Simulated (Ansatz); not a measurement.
**AlSiH (singlet): the correlation ladder at distance Al2–H3 = 1.444 Å, 6-31G**

Aim: climb from Hartree-Fock through coupled cluster and multireference methods for AlSiH (singlet) at one geometry and basis, and see what each rung misses.

Computed with Ansatz 0.2.0, Gaussian basis. Level: 6-31G, core rule «outside noble gas», up to 10 orbitals frozen.

Plan: UHF; CCSD(T) on RHF; CCSD(T) on UHF; BCCD(T) on RHF; CISD; CCSDT(Q) on RHF; CCSDT(Q) on UHF; CISDTQ; CCSDTQ on RHF; CASSCF and MRCISD+Q, 2 electrons in 2 orbitals; CASSCF and NEVPT2, 2 electrons in 2 orbitals; CASSCF and MRCISD+Q, 8 electrons in 9 orbitals; CASSCF and NEVPT4(SD), 8 electrons in 9 orbitals; CASSCF and NEVPT2, 8 electrons in 9 orbitals; Full CI.

24 further runs of the same task are left out: 17 that didn't finish, 7 set aside as unsound or not needed.

## (1) The system

The geometry derives from a PBE0/def2-TZVP stationary point (not a proven minimum). One bond is set to the value named and the two fragments are kept rigid.

3 atoms, charge 0, spin multiplicity 1.

Atoms are counted from 1 here; the program's logs count them from 0.

Bond lengths: Si1–Al2 2.354 Å, Al2–H3 1.444 Å. Angles: Si1–Al2–H3 180.0°.

## (2) UHF

The input, in.yaml:

```yaml
crystal:
  periodic: [false, false, false]
  atoms:
    - {symbol: Si, position_ang: [0.000000, 0.000000, 2.050536]}
    - {symbol: Al, position_ang: [0.000000, 0.000000, -0.303268]}
    - {symbol: H, position_ang: [0.000000, 0.000000, -1.747268]}
basis:
  gaussian: {orbitals: 6-31G}
magnetization: {spin_polarized: true, initial_magnetization: 0}
hamiltonian: {xc: hf}
output: {orbitals: {seedname: orbitals}}
```

The run is started by

```bash
> ansatz run in.yaml --threads 1 --pin off --events-out ev --progress --plain --max-ram 2393MiB
```

The runs that follow: CCSD(T) on RHF; CCSD(T) on UHF; BCCD(T) on RHF; CISD; CCSDT(Q) on RHF; CCSDT(Q) on UHF; CISDTQ; CCSDTQ on RHF; CASSCF and MRCISD+Q, 2 electrons in 2 orbitals; CASSCF and NEVPT2, 2 electrons in 2 orbitals; CASSCF and MRCISD+Q, 8 electrons in 9 orbitals; CASSCF and NEVPT4(SD), 8 electrons in 9 orbitals; CASSCF and NEVPT2, 8 electrons in 9 orbitals; Full CI.

Q: Predict the results of all the runs planned. Wanted: FCI below the RHF energy; RMP2 from FCI; RCCSD from FCI; RCCSD(T) from FCI; RCCSDT(Q) from FCI; NEVPT2 valence from FCI; NEVPT4(SD) valence from FCI; MRCISD+Q valence from FCI; T1 diagnostic.

**Answer**, as computed:

| quantity | value |
| --- | --- |
| FCI below the RHF energy | -2.8181 eV |
| RMP2 from FCI | +85.1 kJ/mol |
| RCCSD from FCI | +18.1 kJ/mol |
| RCCSD(T) from FCI | +10.3 kJ/mol |
| RCCSDT(Q) from FCI | +1.0 kJ/mol |
| NEVPT2 valence from FCI | +19.7 kJ/mol |
| NEVPT4(SD) valence from FCI | +3.1 kJ/mol |
| MRCISD+Q valence from FCI | +0.2 kJ/mol |
| levels within 1 kcal/mol (43 meV) | CISDTQ, RCCSDT(Q), RCCSDTQ, NEVPT4(SD) valence, MRCISD valence, MRCISD+Q valence |
| T1 diagnostic | 0.028 |
| effectively unpaired electrons | 2.07 |

In words: RCCSD(T) lands +10.3 kJ/mol from the yardstick (3.8 % of the correlation energy). The occupations show strong static correlation (2.1 unpaired electrons where one determinant has 0). Coupled cluster on one determinant still stays close here. Of the multireference levels listed MRCISD+Q valence comes nearest in total energy (+0.2 kJ/mol), which doesn't show that its space is the better one. These misses are within one basis, not against nature.
